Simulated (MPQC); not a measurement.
**SOF2 (thionyl fluoride): KMLYP/6-31++G(d) (Cartesian functions)**

Aim: the vertical ionisation energy of SOF2 (thionyl fluoride) at KMLYP/6-31++G* (Cartesian functions), from 2 runs. 

The results are computed with MPQC 2.3.1.

4 further runs of the same task are left out: 2 that didn't finish, 2 set aside as unsound or not needed.

**1. The structure to begin with**

The species is SOF2 (4 atoms), meant as a singlet with charge 0. As SMILES, `O=S(F)F`. Geometry: relaxed at PBE0-D4/def2-TZVP.

Bond lengths: O1–S2 1.419 Å, S2–F3 1.588 Å, S2–F4 1.588 Å. Angles: O1–S2–F3 106.5°, O1–S2–F4 106.4°, F3–S2–F4 93.0°.

**2. The energy at KMLYP/6-31++G(d) (Cartesian functions)**

input.in

```
% RKS/6-31++G*
molecule: (angstrom)
  O        0.932400       0.066600      -1.017800
  S       -0.151300      -0.426200      -0.245700
  F       -1.124400       0.804200       0.000400
  F        0.343300      -0.444600       1.263100
method: RKS (xc = KMLYP grid = coarse)
memory: 1000000000
optimize: no
checkpoint: no
symmetry: auto
basis: 6-31++G*
charge: 0
```

Command:

```
$ mpqc input.in > input.out
```

Output:

```text
MPQC: Massively Parallel Quantum Chemistry
[...]
  Integrated electron density error = -0.001008732085
  iter     1 energy = -671.2626902117 delta = 1.36223e-01
  Integrated electron density error = -0.000400320862
  iter     2 energy = -671.9357811952 delta = 4.15023e-02
[...]
  Integrated electron density error = -0.000367824426
  iter     8 energy = -672.1664778020 delta = 7.88737e-05
  Integrated electron density error = -0.000367780815
  iter     9 energy = -672.1664780189 delta = 3.61450e-05
  Integrated electron density error = -0.000367782410
  iter    10 energy = -672.1664780426 delta = 3.75351e-06
  Integrated electron density error = -0.000367782261
  iter    11 energy = -672.1664780438 delta = 1.75587e-06
[...]
  LUMO is    22   A =  -0.024023
  total scf energy = -672.1664780438
Value of the MolecularEnergy: -672.1664780438
[...]
        symmetry = c1
[...]
```

It took 4.8 s on 1 thread of Intel Xeon Platinum 8488C (Sapphire Rapids), shared host; peak memory 0.28 GiB.

**3. The doublet cation at the same level**

run.in

```
% UKS/6-31++G*
charge: 1
molecule: (angstrom)
  O        0.932400       0.066600      -1.017800
  S       -0.151300      -0.426200      -0.245700
  F       -1.124400       0.804200       0.000400
  F        0.343300      -0.444600       1.263100
basis: 6-31++G*
multiplicity: 2
checkpoint: no
method: UKS (xc = KMLYP grid = coarse)
memory: 1000000000
symmetry: auto
optimize: no
```

Command:

```
$ mpqc run.in > run.out
```

Output:

```text
MPQC: Massively Parallel Quantum Chemistry
[...]
  Integrated electron density error = -0.000653225415
  iter     1 energy = -670.9623339901 delta = 1.34000e-01
  Integrated electron density error = -0.001763691778
  iter     2 energy = -671.5808411398 delta = 3.26255e-02
[...]
  Integrated electron density error = -0.000376626453
  iter    20 energy = -671.6835454576 delta = 4.32201e-06
  Integrated electron density error = -0.000376626399
  iter    21 energy = -671.6835454064 delta = 1.62083e-06
  Integrated electron density error = -0.000376626800
  iter    22 energy = -671.6835454109 delta = 1.28349e-06
  Integrated electron density error = -0.000376626788
  iter    23 energy = -671.6835454131 delta = 1.05142e-06
[...]
  <S^2>      = 0.770975
  total scf energy = -671.6835454131
Value of the MolecularEnergy: -671.6835454131
[...]
        symmetry = c1
[...]
        nbasis = 80
[...]
      nalpha = 21
      nbeta = 20
[...]
```

Wall time 12 s (1 thread of Intel Xeon Platinum 8488C (Sapphire Rapids), shared host); peak memory 0.48 GiB.

**4. Outcome**

At KMLYP/6-31++G* (Cartesian functions):

```
                                          quantity          value
                        singlet SOF2: total energy  -672.16648 Eh
                         singlet SOF2: HOMO energy      -12.14 eV
                         singlet SOF2: LUMO energy       -0.65 eV
                       singlet SOF2: HOMO–LUMO gap       11.49 eV
                      doublet cation: total energy  -671.68355 Eh
                              doublet cation: ⟨S²⟩          0.771
vertical ionisation energy (to the doublet cation)      13.141 eV
```

Removing an electron at fixed nuclei costs 13.14 eV (303 kcal/mol). The negative HOMO energy of the first species, 12.14 eV, lies 1.00 eV below that difference.
